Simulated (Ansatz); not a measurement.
`C[CH2][MgH]` → `[MgH2]` + `C=C` at 298.15 K and 1 bar (β-hydride elimination).

Gas-phase electronic energies from Ansatz, PBE0-D4/def2-TZVP geometries. CCSD(T)/CBS adds triple-zeta CCSD(T) − MP2 to the extrapolated MP2 energy (def2 sets, frozen cores). This one scheme is used for every species. For Mg outer-core shells are correlated without core-valence functions, which leaves a few kJ/mol of doubt a bond.

| species | CCSD(T)/CBS energy (Eh) | H − E (kJ/mol) | S (J/(mol·K)) |
| --- | --- | --- | --- |
| `C[CH2][MgH]` | -279.57780 | 196.2 | 296.7 |
| `[MgH2]` | -201.05321 | 34.9 | 194.4 |
| `C=C` | -78.48111 | 144.6 | 218.9 |

H − E and S are ideal-gas, rigid-rotor, harmonic terms from PBE0-D4/def2-TZVP. 1 Eh = 2625.50 kJ/mol, R = 8.31446 J/(mol·K).

Q: By hand: ΔE, ΔH, ΔS and ΔG.

A: ΔE = (-201.05321) + (-78.48111) − (-279.57780) = 0.04348 Eh = 114.2 kJ/mol. Δ(H − E) = 34.9 + 144.6 − 196.2 = -16.7, so ΔH = 97.5 kJ/mol. ΔS = 194.4 + 218.9 − 296.7 = 116.6 J/(mol·K). ΔG = 97.5 − 298.15 × (116.6)/1000 = 62.7 kJ/mol.

Q: By hand: the equilibrium constant, and the temperature at which ΔG would vanish if ΔH and ΔS stayed fixed.

A: log₁₀ K = −ΔG/(RT ln 10) = -11.0. ΔG = 0 at ΔH/ΔS = 836 K.

The number of gas molecules changes by +1, which sets the sign of ΔS. A doubt of 5 kJ/mol in ΔE shifts log₁₀ K by 0.9 here. These are equilibria of isolated gas molecules and say nothing of rates. Largest T1 diagnostic: 0.011 (customary marks: 0.02 for closed shells, 0.045 for open ones).
